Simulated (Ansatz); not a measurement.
# Si2− (doublet): from Hartree-Fock to the top rungs, aug-cc-pVTZ

One table from this session's results is given with a row withheld; the runs are named, their logs left out.

Computed with Ansatz 0.2.0, Gaussian basis. Level: aug-cc-pVTZ, core rule «outside noble gas», up to 10 orbitals frozen.

Plan: UHF; CCSD(T) on ROHF; CCSD(T) on UHF; BCCD(T) on ROHF; CCSDT(Q) on ROHF; CCSDT(Q) on UHF; CASSCF and MRCISD+Q, 9 electrons in 8 orbitals; CASSCF and NEVPT2, 9 electrons in 8 orbitals.

5 further runs of the same task are left out: 5 set aside as unsound or not needed.

## What is computed

The geometry is a PBE0/def2-TZVPD stationary point (not a proven minimum).

2 atoms, charge -1, spin multiplicity 2.

Atoms are counted from 1 here; the program's logs count them from 0.

Bond lengths: Si1–Si2 2.172 Å.

The first run:

The input, in.yaml:

```yaml
crystal:
  periodic: [false, false, false]
  atoms:
    - {symbol: Si, position_ang: [0.000000, 0.000000, 0.000000]}
    - {symbol: Si, position_ang: [0.000000, 0.000000, 2.171800]}
basis:
  gaussian: {orbitals: aug-cc-pVTZ}
total_charge: -1
magnetization: {spin_polarized: true, initial_magnetization: 1}
hamiltonian: {xc: hf}
output: {orbitals: {seedname: orbitals}}
```

Run with:

```sh
ansatz run in.yaml --threads 1 --pin off --events-out ev --progress --plain --max-ram 4096MiB --backend cpu
```

Among the steps run: UHF; CCSD(T) on ROHF; CCSD(T) on UHF; BCCD(T) on ROHF; CCSDT(Q) on ROHF; CCSDT(Q) on UHF; CASSCF and MRCISD+Q, 9 electrons in 8 orbitals; CASSCF and NEVPT2, 9 electrons in 8 orbitals.

One table of the session follows, with a row left open; its other results are not shown here.

```
          method  from RCCSDT(Q) (kcal/mol)
            RMP2                     +22.42
            UMP2                     +25.42
           RCCSD                     +16.60
           UCCSD                     +16.23
        RCCSD(T)                      +2.23
        UCCSD(T)                      +2.31
         BCCD(T)                      +2.27
          RCCSDT                      +1.94
          UCCSDT                      +1.83
       RCCSDT(Q)                          0
       UCCSDT(Q)                      -0.07
  CASSCF valence                    +120.27
  NEVPT2 valence                     +28.74
  MRCISD valence                     +15.32
MRCISD+Q valence                          ?
```

Estimate the missing values for MRCISD+Q valence.

**Answer.** from RCCSDT(Q) (kcal/mol): +2.70. In the column «from RCCSDT(Q) (kcal/mol)» it lies between UCCSD(T) (+2.31) and MRCISD valence (+15.32).

Left out of the table: ROHF, UHF (another determinant or state than the rows shown).

To keep in mind: Warnings: spin contamination; coupled cluster took another determinant than the lowest. Restricted and unrestricted rows rest on different reference determinants; where their highest levels disagree by more than a few hundredths of an eV, they describe different states and don't form one ladder.
